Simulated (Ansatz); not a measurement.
Born–Oppenheimer molecular dynamics of AlH3O2 (6 atoms, charge 0, multiplicity 1). It starts from a rough guess of a transition structure, not a stationary point.

Level of theory: Ansatz, UKS PBE/cc-pVDZ.

```json
{
  "ensemble": "NVE (velocity Verlet)",
  "time step": "0.5 fs",
  "steps asked": "150",
  "starting velocities drawn for": "300 K",
  "seed": "243357"
}
```

Frames 2.5 fs apart, positions in Å, forces in eV/Å.

Velocities at 35.0 fs (Å/ps):

```
Al -0.62 -4.35 -4.00
H -1.31 -102.94 -20.92
O -13.87 17.30 0.76
H -38.69 12.74 -6.80
O 11.09 -2.25 4.66
H 100.70 -32.18 48.65
```

```xyz
6
Properties=species:S:1:pos:R:3:forces:R:3 time_fs=35.0 energy_less_start_eV=-1.798 T=3781
Al -0.047 -0.086 0.036 2.82 2.81 2.13
H -1.000 -0.847 -0.782 -0.99 -1.40 -1.11
O 1.720 -0.474 0.760 -5.06 5.45 -0.14
H 2.117 -1.264 0.618 2.03 -4.67 -0.96
O -0.808 1.638 0.150 1.02 -1.72 0.94
H -0.732 2.143 1.007 0.18 -0.47 -0.86
6
Properties=species:S:1:pos:R:3:forces:R:3 time_fs=37.5 energy_less_start_eV=-2.243 T=4631
Al -0.046 -0.094 0.027 0.85 1.04 0.45
H -1.015 -1.128 -0.851 0.62 0.40 0.44
O 1.677 -0.423 0.762 -1.77 -0.52 -1.07
H 2.062 -1.334 0.579 -0.66 1.07 0.16
O -0.778 1.630 0.165 1.59 -1.13 2.34
H -0.482 2.041 1.083 -0.62 -0.86 -2.31
6
Properties=species:S:1:pos:R:3:forces:R:3 time_fs=40.0 energy_less_start_eV=-2.008 T=4185
Al -0.043 -0.100 0.020 -0.24 -0.08 -0.45
H -0.999 -1.390 -0.899 1.08 1.42 1.00
O 1.627 -0.372 0.759 -0.40 -2.93 -1.34
H 1.985 -1.372 0.544 -1.23 3.22 0.70
O -0.742 1.617 0.188 1.40 -1.78 1.07
H -0.265 1.893 1.034 -0.60 0.15 -0.98
6
Properties=species:S:1:pos:R:3:forces:R:3 time_fs=42.5 energy_less_start_eV=-2.041 T=4241
Al -0.041 -0.106 0.012 -1.06 -0.64 -0.96
H -0.921 -1.570 -0.889 1.03 1.81 1.06
O 1.574 -0.331 0.752 -0.98 0.23 -0.41
H 1.843 -1.242 0.546 0.35 -0.34 0.10
O -0.702 1.597 0.214 0.16 -2.17 -0.70
H -0.076 1.755 0.931 0.51 1.11 0.91
6
Properties=species:S:1:pos:R:3:forces:R:3 time_fs=45.0 energy_less_start_eV=-1.889 T=3955
Al -0.041 -0.114 0.002 -1.98 -0.88 -1.30
H -0.782 -1.644 -0.817 0.76 1.85 0.88
O 1.518 -0.287 0.744 -0.85 3.60 0.79
H 1.724 -1.151 0.550 1.62 -4.15 -0.57
O -0.660 1.570 0.239 1.30 -1.43 0.50
H 0.127 1.677 0.863 -0.85 1.01 -0.30
6
Properties=species:S:1:pos:R:3:forces:R:3 time_fs=47.5 energy_less_start_eV=-2.024 T=4212
Al -0.045 -0.123 -0.011 -2.56 -0.80 -1.38
H -0.600 -1.609 -0.694 0.16 1.27 0.37
O 1.460 -0.234 0.738 2.34 -3.10 0.16
H 1.685 -1.239 0.534 0.03 2.38 0.78
O -0.613 1.537 0.265 1.87 -0.53 0.78
H 0.282 1.659 0.783 -1.84 0.77 -0.71
6
Properties=species:S:1:pos:R:3:forces:R:3 time_fs=50.0 energy_less_start_eV=-1.840 T=3856
Al -0.055 -0.134 -0.027 -2.36 0.74 -0.75
H -0.410 -1.507 -0.552 -0.85 -0.90 -0.73
O 1.410 -0.191 0.733 3.81 -3.75 0.77
H 1.655 -1.217 0.556 -0.07 2.95 0.81
O -0.560 1.502 0.294 -0.09 0.19 -0.25
H 0.340 1.689 0.667 -0.44 0.77 0.15
6
Properties=species:S:1:pos:R:3:forces:R:3 time_fs=52.5 energy_less_start_eV=-1.370 T=2948
Al -0.070 -0.142 -0.044 -1.78 2.63 0.00
H -0.269 -1.462 -0.453 -1.43 -3.33 -1.59
O 1.373 -0.160 0.731 2.87 1.55 1.76
H 1.630 -1.048 0.625 1.63 -2.53 0.11
O -0.508 1.468 0.322 -2.14 0.90 -0.80
H 0.373 1.765 0.558 0.85 0.78 0.52
6
Properties=species:S:1:pos:R:3:forces:R:3 time_fs=55.0 energy_less_start_eV=-1.429 T=3054
Al -0.089 -0.147 -0.062 -1.20 -0.13 -0.50
H -0.209 -1.590 -0.440 -1.13 -1.31 -0.93
O 1.348 -0.126 0.735 3.05 0.63 1.57
H 1.695 -1.000 0.705 1.35 -1.65 0.21
O -0.462 1.438 0.348 -0.82 3.03 -0.36
H 0.436 1.880 0.475 -1.25 -0.57 0.02
6
Properties=species:S:1:pos:R:3:forces:R:3 time_fs=57.5 energy_less_start_eV=-1.135 T=2496
Al -0.111 -0.151 -0.081 -0.25 -3.05 -0.78
H -0.216 -1.796 -0.483 -0.83 1.10 -0.25
O 1.335 -0.089 0.745 4.88 -4.08 1.47
H 1.830 -1.044 0.793 -1.27 3.03 -0.13
O -0.420 1.419 0.372 -1.09 4.05 -0.40
H 0.436 1.966 0.396 -1.44 -1.06 0.08
6
Properties=species:S:1:pos:R:3:forces:R:3 time_fs=60.0 energy_less_start_eV=-0.998 T=2229
Al -0.133 -0.162 -0.102 0.86 -3.45 -0.22
H -0.274 -1.944 -0.543 -0.61 1.99 0.05
O 1.339 -0.066 0.760 3.55 -3.28 0.96
H 1.903 -0.931 0.874 -1.13 1.96 -0.34
O -0.383 1.415 0.394 -3.62 2.19 -0.45
H 0.363 2.000 0.321 0.94 0.58 0.00
6
Properties=species:S:1:pos:R:3:forces:R:3 time_fs=62.5 energy_less_start_eV=-0.838 T=1924
Al -0.153 -0.180 -0.123 1.92 -2.54 0.67
H -0.368 -1.977 -0.602 -0.41 2.15 0.18
O 1.355 -0.053 0.779 -1.77 1.94 -0.81
H 1.931 -0.729 0.942 2.99 -3.54 0.68
O -0.358 1.418 0.415 -3.37 1.63 -0.59
H 0.332 2.058 0.244 0.65 0.36 -0.13
```

Of the whole run (75 fs, mean temperature of the second half 3038 K): The conserved energy stayed within 0.96 meV per atom of its start (net change -0.35 meV per atom), so the integration is sound. The system heated up, since it started high on the potential surface and ran downhill. A run of 0.075 ps of so small a system gives no equilibrium averages. The orbitals stay closed-shell, which can raise the energy where a bond breaks towards radicals; this wasn't checked here.

Run time: 4.9 min on 1 thread of Arm Neoverse V1, on a shared host, peak memory 0.11 GiB.
